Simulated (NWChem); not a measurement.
# Ionisation of Cl (-1)

```
Cl
```
Charge -1, spin multiplicity 1.

Program: NWChem.

Basis set: def2-TZVPD. The species with one electron less has spin multiplicity 2. Δ marks differences of total energies (open shells unrestricted). −ε marks an orbital energy of the parent. That orbital need not have the symmetry of the hole or added electron in the Δ rows.

B3LYP has NWChem's definition, with VWN1-RPA local correlation. No SCF solution was tested for a lower state.

Task: One of these methods gave a first vertical ionisation energy of 0.80 eV. Which?
(A) −ε(HOMO) of M06-2X
(B) −ε(HOMO) of HF
(C) −ε(HOMO) of B3LYP
(D) ΔBLYP

Result: C, −ε(HOMO) of B3LYP. The others give 4.09 (−ε(HOMO) of HF), 2.24 (−ε(HOMO) of M06-2X), 3.58 (ΔBLYP).
